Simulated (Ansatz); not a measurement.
# CH2BN: short molecular-dynamics run in Python

Program: Ansatz 0.2.0 through its Python package. Level of theory: B3LYP/6-31G. These are calculated values, not measurements.

## (1) The system

Bond lengths: B1–C2 1.476 Å, C2–N3 1.136 Å, B1–H4 1.172 Å, B1–H5 1.206 Å. Angles: B1–C2–N3 179.0°, C2–B1–H4 122.6°, C2–B1–H5 122.6°, H4–B1–H5 114.7°.

The script holds or builds the structure itself.

## (2) Script

ch2bn_md.py

```python
"""Molecular dynamics of one CH2BN molecule."""

import ansatz as az
from ase import Atoms
import numpy as np

atoms = Atoms(["B", "C", "N", "H", "H"], positions=[
    (-0.188, 0.4031, -0.3264),
    (0.3549, -0.6971, 0.4935),
    (0.7747, -1.5545, 1.1088),
    (-0.7384, 0.2199, -1.3449),
    (-0.1534, 1.555, 0.0276),
])
ch2bn = az.Crystal.molecule_from_ase(atoms)

base = (
    ch2bn.calculation()
    .basis(gaussian="6-31G")
    .functional("B3LYP")
)
symbols = [site.symbol for site in ch2bn.cartesian_sites]
start = np.array([site.position_ang for site in ch2bn.cartesian_sites], dtype=float)
rep = base.relax(force_tolerance=0.02, max_steps=100).run(threads=1).report
end = np.array(rep["positions_ang"])
minimum = az.Crystal.molecule()
for symbol, place in zip(symbols, end):
    minimum = minimum.atom(symbol, place.tolist())

# dynamics from the relaxed geometry
base = (
    minimum.calculation()
    .basis(gaussian="6-31G")
    .functional("B3LYP")
    .md("nve", timestep=1.0, steps=40, temperature=200, initial_velocities="maxwell_boltzmann", seed=93)
)
frames = []
out = base.session().plan().execute(on_event=lambda e: frames.append(e["data"]) if e["event"] == "md_step" else None)
print("t (fs)   E_pot (eV)      E_kin (eV)   T (K)   d(0-1) (A)")
for f in frames[::3]:
    xyz = np.array(f["positions_ang"])
    print(f"{f['time_fs']:6.2f} {f['lagrangian_ev']:14.5f} {f['e_kin_ev']:10.5f} {f['temperature_k']:8.1f} {np.linalg.norm(xyz[0] - xyz[1]):9.4f}")
kept = np.array([f["conserved_ev"] for f in frames])
print(f"conserved energy moves by at most {1000 * np.ptp(kept):.3f} meV")
```

## (3) What the engine is handed

The engine receives this input (first run):

```yaml
crystal:
  periodic: [false, false, false]
  atoms:
    - { symbol: B, position_ang: [-0.188, 0.4031, -0.3264] }
    - { symbol: C, position_ang: [0.3549, -0.6971, 0.4935] }
    - { symbol: "N", position_ang: [0.7747, -1.5545, 1.1088] }
    - { symbol: H, position_ang: [-0.7384, 0.2199, -1.3449] }
    - { symbol: H, position_ang: [-0.1534, 1.555, 0.0276] }
basis:
  gaussian:
    orbitals: "6-31G"
hamiltonian:
  xc: b3lyp
relax:
  f_tol: 0.02
  max_steps: 100
```

## (4) Launch

Command:

```bash
$ python ch2bn_md.py
```

Q: Estimate wall time and peak memory on 1 thread of Arm Neoverse V2, shared host.

About 30 s, with a peak of 0.19 GiB.
